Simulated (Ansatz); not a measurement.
A nudged elastic band was laid between two geometries of CH4BO (7 atoms, charge 0, multiplicity 2).

These are results of UKS PBE-D4/def2-mTZVP in Ansatz, not measurements.

```json
{
 "movable images": "5",
 "climbing image": "yes",
 "spring": "5.0 eV/Å²",
 "optimiser": "quadratic models (default)",
 "start path": "IDPP",
 "force threshold": "0.05 eV/Å",
 "iteration limit": "60",
 "end points": "relaxed"
}
```

Image 0:

```xyz
7
Properties=species:S:1:pos:R:3
B -1.321 -0.258 -0.388
C 0.120 0.063 0.034
O 0.950 -1.068 0.329
H -2.170 0.539 -0.675
H 0.550 0.693 -0.783
H 0.041 0.761 0.903
H 1.830 -0.730 0.580
```

Image 6:

```xyz
7
Properties=species:S:1:pos:R:3
B -1.271 0.495 -0.400
C 0.185 0.284 0.046
O 0.577 -1.094 0.217
H -2.164 -0.263 -0.646
H 0.831 0.808 -0.696
H 0.328 0.872 0.982
H 1.513 -1.102 0.497
```

Problem. What changes between the two ends?

Solution. No bond is made or broken. The dihedral H4–B1–C2–O3 changes from -180 to 0° by way of a nearly straight angle H4–B1–C2 (up to 176°), not by a turn about the bond.

Problem. What energy profile does the band end with?

Solution. The run converged. The highest image is number 3 of 0 to 6, 6.4 kcal/mol above the first end and 6.1 kcal/mol above the last; the last end lies 0.3 kcal/mol above the first. A vibrational analysis at the climbing image gives one clearly imaginary mode, 667i cm⁻¹: a first-order saddle point.

```
image  path coordinate (Å)  energy (kcal/mol)  angle H4–B1–C2 (°)
    0                 0.00                0.0                 126
    1                 0.25                0.9                 136
    2                 0.50                3.8                 153
    3                 0.75                6.4                 176
    4                 1.01                3.8                 159
    5                 1.28                1.1                 143
    6                 1.55                0.3                 133
```

Problem. What is the geometry of the highest image?

Solution. 
```xyz
7
Properties=species:S:1:pos:R:3
B -1.268 0.174 -0.389
C 0.180 0.165 0.048
O 0.774 -1.140 0.277
H -2.394 0.256 -0.732
H 0.756 0.734 -0.719
H 0.250 0.799 0.964
H 1.702 -0.988 0.551
```

Problem. What are the harmonic wavenumbers there?

Solution. 667i, 289, 313, 397, 831, 867, 1033, 1089, 1154, 1343, 1368, 2772, 2837, 2851, 3621 cm⁻¹.

Time of the run: 60 s on 1 thread of AMD EPYC 7R43 64-Core Processor (Zen 3), with other jobs on the host, peak memory 0.16 GiB.
